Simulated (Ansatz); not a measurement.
`O/C=C(\O)F` + H₂ → `C=C(O)F` + H₂O  (hydrogenolysis of a C–O bond)

Isolated molecules relaxed with PBE0-D4/def2-TZVP in Ansatz; ΔE leaves out vibrations. CCSD(T)/CBS adds triple-zeta CCSD(T) − MP2 to the extrapolated MP2 energy (def2 sets, frozen cores). This one scheme is used for every species. Functionals use def2-TZVPP. Each species was taken in one conformer, which may not be the lowest.

```
             level  ΔE (kJ/mol)
RPA@PBE/def2-TZVPP       -104.3
     HF/def2-TZVPP       -120.2
SCS-MP2/def2-QZVPP       -113.8
    CCSD/CBS(def2)       -116.9
```

**Question.** What does CCSD(T)/CBS give? (An estimate is asked.)

**Answer.** Ansatz gave: -113.1 kJ/mol. The listed levels differ from it by 8.8, -7.1, -0.7, -3.8 kJ/mol.

**Question.** What do rigid-rotor, harmonic-oscillator terms from PBE0-D4/def2-TZVP frequencies (298.15 K, 1 bar) make of the CCSD(T)/CBS value? (Estimate.)

**Answer.** The calculation gave: ΔZPE = +14.9 kJ/mol, ΔH = -98.7 kJ/mol, ΔS = 43 J/(mol·K), ΔG = -111.5 kJ/mol.

Largest T1 diagnostic among the species: 0.012.

The D4 term adds +4.3 kJ/mol with B3LYP and +2.3 kJ/mol with PBE0; it sums over pairs of atoms, weighted by their polarisabilities, and B3LYP, whose exchange is more repulsive, gets the larger term. From BLYP to BHLYP (50 % exact exchange), in def2-TZVPP and without D4, ΔE moves by −8.3 kJ/mol. In def2-TZVPP, CCSD(T) changes the Hartree–Fock value by +10.9 kJ/mol (the triples alone add +3.9 kJ/mol) and MP2 by +8.1 kJ/mol.

B3LYP here is the variant with VWN-RPA as its local correlation; programs differ in this.
